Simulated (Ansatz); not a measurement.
**C₂F₂S: up Jacob's ladder to CCSD(T)**

The task here is to estimate one member of a computed series from the others.

Program: Ansatz 0.2.0, Gaussian basis. Level of theory: functionals in def2-TZVPP, the program's frozen cores in correlated methods. These are calculated values, not measurements.

The runs, in order: LDA (SPW92), PBE-D4, revPBE-D4, BLYP-D4, r2SCAN-D4, B97M-V, PBE0-D4, B3LYP-D4, r2SCANh-D4, r2SCAN0-D4, HSE06-D4, BHLYP-D4, CAM-B3LYP-D4, LC-ωPBE, ωB97X-V, ωB97M-V, B2PLYP, PBE-QIDH; CCSD(T)/def2-SVP; CCSD(T)/def2-TZVPP; MP2/def2-QZVPP; extrapolation to the limit; RPA on PBE.

**Structure used throughout**

An earlier PBE0-D4 in a triple-zeta def2 set relaxation fixed the geometry.

SMILES `FC1=C(F)S1`, 5 atoms, charge 0, spin multiplicity 1.

Atoms are counted from 1 here; the program's logs count them from 0.

Bond lengths: F1–C2 1.291 Å, C2–C3 1.271 Å, C2–S5 1.828 Å, C3–F4 1.291 Å, C3–S5 1.828 Å. Angles: F1–C2–C3 151.9°, F1–C2–S5 138.5°, C3–C2–S5 69.7°, C2–C3–F4 151.9°, C2–C3–S5 69.7°, F4–C3–S5 138.5°, C2–S5–C3 40.7°.

The first run:

Contents of in.yaml:

```yaml
crystal:
  periodic: [false, false, false]
  atoms:
    - {symbol: F, position_ang: [0.438569, -0.144014, 1.848647]}
    - {symbol: C, position_ang: [0.183816, 0.082229, 0.603216]}
    - {symbol: C, position_ang: [-0.190029, -0.296196, -0.550806]}
    - {symbol: F, position_ang: [-0.605229, -1.200602, -1.373509]}
    - {symbol: S, position_ang: [0.222773, 1.484884, -0.568948]}
basis:
  gaussian: {orbitals: def2-TZVPP}
hamiltonian: {xc: lda}
output: {orbitals: {seedname: orbitals}}
```

Run with:

```
> ansatz run in.yaml --threads 2 --pin off --events-out ev --progress --plain --max-ram 4352MiB
```

Steps of the session up to this table: LDA; PBE-D4 (GGA); revPBE-D4 (GGA); BLYP-D4 (GGA); r2SCAN-D4 (meta-GGA); B97M-V (meta-GGA); PBE0-D4 (hybrid); B3LYP-D4 (hybrid); r2SCANh-D4 (hybrid); r2SCAN0-D4 (hybrid); HSE06-D4 (hybrid); BHLYP-D4 (hybrid); CAM-B3LYP-D4 (range-separated); LC-ωPBE (range-separated); ωB97X-V (range-separated); ωB97M-V (range-separated); B2PLYP (double hybrid); PBE-QIDH (double hybrid).

One table of the session follows, with a row left open; its other results are not shown here.

| functional | HOMO (eV) | gap (eV) |
| --- | --- | --- |
| LDA (SPW92) | -4.87 | 2.61 |
| PBE-D4 | -4.70 | 2.63 |
| revPBE-D4 | -4.64 | 2.64 |
| BLYP-D4 | -4.58 | 2.63 |
| r2SCAN-D4 | -4.89 | 2.93 |
| B97M-V | -4.94 | 3.07 |
| PBE0-D4 | -5.96 | 4.90 |
| B3LYP-D4 | -5.76 | 4.44 |
| r2SCANh-D4 | -5.37 | 3.79 |
| r2SCAN0-D4 | -6.08 | 5.08 |
| HSE06-D4 | -5.56 | 4.11 |
| BHLYP-D4 | ? | ? |
| CAM-B3LYP-D4 | -7.36 | 7.49 |
| LC-ωPBE | -8.72 | 10.11 |
| ωB97X-V | -8.33 | 9.60 |
| ωB97M-V | -8.17 | 9.37 |

Estimate the missing values for BHLYP-D4.

Worked estimate for «HOMO (eV)». Against the share of exact exchange, BLYP-D4 (0, -4.58), B3LYP-D4 (0.2, -5.76) give a slope of -5.90 per unit share; at 0.5 the line stands at -7.53.

As computed: HOMO (eV): -7.11; gap (eV): 7.16. In «HOMO (eV)» the line misses by -0.42.
